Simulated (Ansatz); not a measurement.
[SiH$_{3}$···H···Cl], doublet along the distance Si1-H5

Starting geometry:

```json
{"atom": "Si", "x (Å)": "-1.7000", "y (Å)": "0.0000", "z (Å)": "0.0000"}
{"atom": "H", "x (Å)": "-2.1948", "y (Å)": "1.3997", "z (Å)": "0.0000"}
{"atom": "H", "x (Å)": "-2.1948", "y (Å)": "-0.6999", "z (Å)": "1.2122"}
{"atom": "H", "x (Å)": "-2.1948", "y (Å)": "-0.6999", "z (Å)": "-1.2122"}
{"atom": "H", "x (Å)": "-0.2154", "y (Å)": "0.0000", "z (Å)": "0.0000"}
{"atom": "Cl", "x (Å)": "1.5400", "y (Å)": "0.0000", "z (Å)": "0.0000"}
```

From there H5 is moved from one fragment to the other while all else, the fragments' distance too, stays fixed; atoms are numbered as listed. Energies are in kcal/mol, counted from the starting geometry at the same level. Kohn–Sham curves are unrestricted where that lies lower.

Basis cc-pVDZ; Ansatz 0.2.0. Correlated methods freeze the noble-gas cores. Prefix R: restricted or restricted open-shell reference; prefix U: unrestricted.

Full CI isn't at hand for all of this; UCCSDT(Q) serves as the reference, and is uncertain by about the last step of the cluster series.

```csv
distance Si1-H5 (Å),PBE
1.485,0.0
1.543,-2.1
1.658,-4.5
1.774,-5.7
1.890,-5.2
```

Problem. Estimate the UCCSDT(Q) curve in cc-pVDZ from this one, knowing how PBE errs.

Solution. The computed UCCSDT(Q) values, in kcal/mol from the starting point, and the error of PBE against them:
| distance Si1-H5 (Å) | UCCSDT(Q) | PBE less UCCSDT(Q) |
| --- | --- | --- |
| 1.485 | 0.0 | 0.0 |
| 1.543 | -0.9 | -1.3 |
| 1.658 | -1.6 | -2.9 |
| 1.774 | -2.8 | -2.9 |
| 1.890 | -3.9 | -1.3 |

The error spans 2.9 kcal/mol and is largest, -2.9 kcal/mol, at 1.658 Å.

In so small a basis the reference is far from its limit while semilocal and hybrid functionals are nearer theirs, so the functionals' errors here hold much of the reference's basis and frozen-core error, which can add to them or hide them.
